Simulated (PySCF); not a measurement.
Gas-phase reaction: 2 SiH₃Cl + Si = 2 SiHCl + SiH₄

Energies from PySCF (xtb for GFN2), thermal terms from the rigid-rotor harmonic-oscillator model, ideal gas at 1 bar. † marks an energy on the PBE0/def2-TZVP geometry and frequencies; other levels use their own. MP2 and CCSD(T) freeze the core. 6-31G* has spherical d functions here. Open shells (unrestricted): Si (multiplicity 3, electronic degeneracy 9); the rest are closed-shell singlets. GFN2 has no spin-polarisation term. Spin-orbit splitting is ignored; it lowers the true energy and changes the entropy of Si. SiHCl: computed as isolated molecules; such fragments, hydroxides, amides, oligomers or adducts are transient or little studied in the gas. MP2 isn't extrapolated to the basis-set limit; its ΔH°(298 K) is 11.2 kJ in def2-SVP and -1.0 kJ in def2-TZVPP. CCSD(T) isn't extrapolated to the basis-set limit; its ΔH°(298 K) is -11.2 kJ in def2-SVP and -19.2 kJ in def2-TZVPP. The harmonic model lacks anharmonicity and excited electronic states, which grow with temperature; levels with a mode under 35 cm⁻¹ are left out.

```
level              ΔE electronic, kJ  ΔH°(298 K), kJ  ΔS°(298 K), J/K  ΔG°(600 K), kJ
-----------------  -----------------  --------------  ---------------  --------------
CCSD(T)/def2-SVP†                  2             -11               37             -33
GFN2-xTB                         -87             -97               35            -117
HF/6-31G*                         84              70               38              47
HF/def2-TZVP†                     81              68               37              46
M06-2X/def2-TZVP†                -27             -40               37             -62
MP2/def2-TZVPP†                   12              -1               37             -23
PBE/def2-TZVP†                   -32             -45               37             -67
PBE0/def2-QZVP†                   -7             -20               37             -42
PBE0/def2-SVP†                    -8             -21               37             -43
PBE0/def2-TZVP                    -7             -20               37             -42
LDA/def2-TZVP†                   -48             -61               37             -83
```
ΔH° is lowest at GFN2-xTB and highest at HF/6-31G*. No reference value is set beside these.
